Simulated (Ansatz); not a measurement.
# Al2P+ (triplet): the correlation ladder, def2-TZVPP

One table from this session's results is given with a row withheld; the runs are named, their logs left out.

The runs use Ansatz 0.2.0, Gaussian basis; def2-TZVPP, core rule «outside noble gas», up to 15 orbitals frozen.

Plan: UHF; ROHF; CCSD(T) on UHF.

## The geometry

The geometry is a PBE0/def2-TZVP stationary point (not a proven minimum) of the parent state, kept for this charge and spin.

3 atoms, charge 1, spin multiplicity 3.

Atoms are counted from 1 here; the program's logs count them from 0.

Bond lengths: Al1–P2 2.259 Å, Al1–Al3 2.665 Å, P2–Al3 2.259 Å. Angles: P2–Al1–Al3 53.9°, Al1–P2–Al3 72.3°, Al1–Al3–P2 53.9°.

Set-up of the first run:

File in.yaml:

```yaml
crystal:
  periodic: [false, false, false]
  atoms:
    - {symbol: Al, position_ang: [0.000000, -0.665301, -1.332700]}
    - {symbol: P, position_ang: [0.000000, 1.159099, 0.000000]}
    - {symbol: Al, position_ang: [0.000000, -0.665301, 1.332700]}
basis:
  gaussian: {orbitals: def2-TZVPP}
total_charge: 1
magnetization: {spin_polarized: true, initial_magnetization: 2}
hamiltonian: {xc: hf}
output: {orbitals: {seedname: orbitals}}
```

On the command line:

```sh
$ ansatz run in.yaml --threads 1 --pin off --events-out ev --progress --plain --max-ram 4096MiB --backend cpu
```

Steps of the session up to this table: UHF; ROHF; CCSD(T) on UHF.

One table of the session follows, with a row left open; its other results are not shown here.

It belongs to the step «Misses and costs». 

| method | from UCCSD(T) (meV) |
| --- | --- |
| ROHF | +7506.9 |
| UHF | +7132.8 |
| UMP2 | +1215.9 |
| UCCSD | ? |
| UCCSD(T) | 0 |

Estimate the missing values for UCCSD.

The run gave: from UCCSD(T) (meV): +503.7. In the column «from UCCSD(T) (meV)» it lies between UCCSD(T) (0) and UMP2 (+1215.9).
